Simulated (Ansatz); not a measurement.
in.yaml

```yaml
crystal:
  periodic: [false, false, false]
  atoms:
    - {symbol: Zr, position_ang: [0.000000, 0.000000, 0.000000]}
    - {symbol: C, position_ang: [0.000000, 0.000000, 2.091000]}
basis:
  gaussian: {orbitals: def2-TZVPP}
total_charge: 1
magnetization: {spin_polarized: true, initial_magnetization: 3}
hamiltonian: {xc: {name: PBE0}}
output: {forces: true, orbitals: {seedname: orbitals}}
```

```sh
$ ansatz run in.yaml --threads 1 --pin off --events-out ev --progress --plain --max-ram 4096MiB --backend cpu
```

The program prints:

```
570 factors; their error is unknown
mean field evaluation 1: about -2283.2281 eV, gradient 5.1e1 eV
mean field evaluation 2: about -2159.9678 eV, gradient 1.1e2 eV
mean field evaluation 4: about -2300.8273 eV, gradient 3.9e0 eV
mean field evaluation 8: about -2300.9477 eV, gradient 5.4e-1 eV
mean field evaluation 16: about -2301.4040 eV, gradient 1.6e-2 eV
mean field evaluation 32: about -2301.6876 eV, gradient 4.5e-5 eV
mean field evaluation 64: about -2301.5921 eV, gradient 6.7e-1 eV
mean field -2301.68764276 eV, -84.5854607315 hartree, gradient 1.8e-6 eV, S^2 3.845022; 7 other end points of the search recorded, 0 dependent functions left out
the calculation of the forces begins
reference -2301.68766925 eV, -84.5854617049 hartree; 10, 7 occupied and 77, 80 virtual orbitals, 570 factors
Total energy: -2301.68766925 eV, -84.5854617049 hartree
Atom 0 at     0.000000     0.000000     0.000000 Å, force    -0.000000     0.000000     3.345365 eV/Å
Atom 1 at     0.000000     0.000000     2.091000 Å, force     0.000000    -0.000000    -3.345365 eV/Å
Dipole moment:     0.000000     0.000000    -0.918116 e Å
```

Forces (eV/Å):
```
Zr   0.000  0.000  3.345
C    0.000  0.000 -3.345
```

Ran on 1 thread of AMD EPYC 7R13, shared host: 14 s wall, 0.22 GiB peak host memory.
